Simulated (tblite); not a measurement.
PF4 (charge +1).
SMILES: `F[P+](F)(F)F`

Calculated harmonic vibrations of the isolated species, GFN2-xTB (tblite), most abundant isotopes, no scaling. This tight-binding method is rough: wavenumbers can miss measured ones by several per cent, in bad cases by 10 to 20.

Harmonic wavenumbers (cm⁻¹): 243.1, 243.2, 335.7, 335.7, 335.8, 779.5, 1017.0, 1017.1, 1017.2.

A = 4412, B = 4411, C = 4410 MHz; mass 106.967 u (most abundant isotopes); point group Td, symmetry number 12.

**Question.** What is the zero-point energy?

**Answer.** Half the sum of the wavenumbers: 2662 cm⁻¹ = 7.61 kcal/mol.

**Question.** Entropy at 500 K, 1 bar (ideal gas, RRHO, classical rotation)?

**Answer.** Translation 42.51, rotation 22.33, vibration 13.94: S = 78.8 cal/(mol K).

**Question.** And Cp and H(500 K) − H(0)?

**Answer.** Cp = 21.67 cal/(mol K), of which vibrations give 13.72 (their classical limit is 9 R = 17.9); H(500 K) − H(0) = 7.87 kcal/mol without the zero-point energy, 3.90 from vibrations.

**Question.** Which modes carry the vibrational entropy at 500 K?

**Answer.** 243.1 cm⁻¹: 2.74; 243.2 cm⁻¹: 2.74; 335.7 cm⁻¹: 2.13; 335.7 cm⁻¹: 2.13; 335.8 cm⁻¹: 2.13; 779.5 cm⁻¹: 0.75 cal/(mol K); the other 3 give 1.32 together.

**Question.** How do the functions run with temperature in this model?

**Answer.** 
```json
{"T (K)": "150", "S (cal/(mol K))": "57.7", "Cp (cal/(mol K))": "13.3", "H − H(0) (kcal/mol)": "1.46", "G − H(0) (kcal/mol)": "-7.20", "ln q(vib)": "0.33"}
{"T (K)": "250", "S (cal/(mol K))": "65.4", "Cp (cal/(mol K))": "16.8", "H − H(0) (kcal/mol)": "2.98", "G − H(0) (kcal/mol)": "-13.37", "ln q(vib)": "1.06"}
{"T (K)": "298.15", "S (cal/(mol K))": "68.5", "Cp (cal/(mol K))": "18.1", "H − H(0) (kcal/mol)": "3.82", "G − H(0) (kcal/mol)": "-16.60", "ln q(vib)": "1.45"}
{"T (K)": "400", "S (cal/(mol K))": "74.1", "Cp (cal/(mol K))": "20.2", "H − H(0) (kcal/mol)": "5.78", "G − H(0) (kcal/mol)": "-23.87", "ln q(vib)": "2.29"}
{"T (K)": "600", "S (cal/(mol K))": "82.8", "Cp (cal/(mol K))": "22.7", "H − H(0) (kcal/mol)": "10.09", "G − H(0) (kcal/mol)": "-39.60", "ln q(vib)": "3.85"}
{"T (K)": "900", "S (cal/(mol K))": "92.4", "Cp (cal/(mol K))": "24.2", "H − H(0) (kcal/mol)": "17.17", "G − H(0) (kcal/mol)": "-65.96", "ln q(vib)": "5.90"}
```

q(vib) and H(0) count from the zero-point level.

**Question.** What must be added to the electronic energy to get the Gibbs energy at 500 K and 1 bar?

**Answer.** ZPE + [H(500 K) − H(0)] − T·S = 7.61 + 7.87 − 39.39 = -23.91 kcal/mol.

Hindered rotation and anharmonicity are outside this model.

On one thread of an Arm Neoverse V2, no GPU, shared host, this took under 0.1 s of wall time. The figure is for the frequency step alone.
